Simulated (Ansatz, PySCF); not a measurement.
C2H3, SMILES C=[CH] (connectivity only; charge and spin as stated), charge +1, multiplicity 1.

Coordinates come from a B3LYP-D3(BJ)/def2-TZVP optimisation. The spin state was assumed, not searched. The isomer is the one that the SMILES or the coordinates give; other isomers of the formula were not compared.

Vertical ionisation energy (IE) and electron affinity (EA) in eV. Rows of orbital energies are one-electron estimates. Where ΔSCF, EOM or ADC give a negative EA the extra electron is unbound and the value depends on the basis.

| level | IE | EA |
|---|---|---|
| −ε(HOMO), −ε(LUMO), B3LYP/def2-TZVPD (PySCF) | 16.67 | 11.33 |
| −ε(HOMO), −ε(LUMO), HF/def2-TZVPD (PySCF) | 19.87 | 6.34 |
| −ε(HOMO), −ε(LUMO), PBE/def2-TZVPD (PySCF) | 15.61 | 12.31 |
| ADC(2)/aug-cc-pVDZ (PySCF) | … | … |
| ΔSCF, CAM-B3LYP/def2-TZVPD (Ansatz), final states of multiplicity 2 and 2 | 20.02 | 8.49 |
| ΔSCF, PBE/def2-TZVPD (Ansatz), final states of multiplicity 2 and 2 | 20.07 | 8.41 |

Question: Fill in the missing entries. (Estimate from the structure and the level; the computed values follow.)

Answer: 
- ADC(2)/aug-cc-pVDZ (PySCF), IE: 19.73
- ADC(2)/aug-cc-pVDZ (PySCF), EA: 8.54

Question: What vertical singlet–triplet gap does ΔSCF give with CAM-B3LYP/def2-TZVPD (Ansatz, a program for electronic structure) and with PBE/def2-TZVPD (Ansatz)? (The exact figures need the calculation; the answer reports its results.)

Answer: 2.49 and 2.66 eV (triplet above singlet where positive).

Question: Give the lowest 1s main lines (those of the lightest heavy element) from CVS-ADC(2)-x/aug-cc-pVDZ (PySCF, non-relativistic), with pole strengths. (Estimate from the structure and the level; the computed values follow.)

Answer: 301.1 eV (1.50), 304.2 eV (1.46).

Question: Beyond the first one, list the lowest photoelectron lines from ADC(2)/aug-cc-pVDZ (PySCF) with their pole strengths (two spins summed). (An estimate is asked for; the answer gives what the named calculation found.)

Answer: 23.44 eV (1.82), 24.45 eV (1.81), 27.60 eV (1.76), 34.14 eV (1.66).
